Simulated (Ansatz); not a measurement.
CH3NO, SMILES `NC=O`: measurement beside calculation (Ansatz, PBE0-D4/def2-TZVP geometry).

Z-matrix (Å, degrees):
```
N
C 1 1.351
H 1 1.003 2 121.3
H 1 1.006 2 119.3 3 -180.0
O 2 1.206 1 125.0 3 180.0
H 2 1.107 1 112.3 3 -0.0
```

Measured: 1754 cm⁻¹ (C=O stretching fundamental, infrared spectroscopy (quoted from earlier work)). Source: Formamide Adsorption at the Amorphous Silica Surface: A Combined Experimental and Computational Approach, 2018 (pmc:6316577).

Harmonic PBE0-D4 wavenumbers (cm⁻¹, unscaled): 243, 570, 650, 1050, 1063, 1287, 1420, 1620, 1832, 2957, 3611, 3752. Fundamentals include anharmonicity and usually lie a few per cent under these; harmonic values from spectra compare directly.
